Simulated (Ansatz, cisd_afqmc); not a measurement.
System: NO, charge 1, singlet. NO+ (parent SMILES [N]=O, singlet).
B3LYP-D3(BJ)/def2-TZVP minimum from Ansatz (a first-principles code):
```
N
O 1 1.0564
```
Charge +1, spin multiplicity 1.

Total energies in cc-pVDZ, 10 correlated electrons, 2 frozen orbitals. Open shells are spin-unrestricted; no spin-orbit coupling. Cores are frozen in correlated methods. No relativity. The Monte Carlo rows (phaseless AFQMC, CISD trial, step 0.005/hartree) carry one-sigma bars that omit the constraint's bias. Outlying blocks are dropped, and bars are widened where a walk drifts. Over all cases where full CI ran beside it in this data, AFQMC minus full CI had a median of +0.1 mEh and passed +0.4 mEh in a tenth of the cases.

```tsv
method	program	energy (Eh)	minus CCSDTQ (mEh)
HF	Ansatz	-128.92833	347.39
MP2	Ansatz	-129.26292	12.79
CCSD	Ansatz	-129.26120	14.52
CCSD(T)	Ansatz	-129.27390	1.82
CCSDT(Q)	Ansatz	-129.27600	-0.28
CCSDTQ	Ansatz	-129.27572	0.00
AFQMC/CISD	cisd_afqmc	-129.2757 ± 0.0004	0.0 ± 0.4
```

Rough core times of Ansatz's runs on a shared machine: CCSD(T) under 20 s, CCSDT(Q) under 20 s, CCSDTQ 50 s.
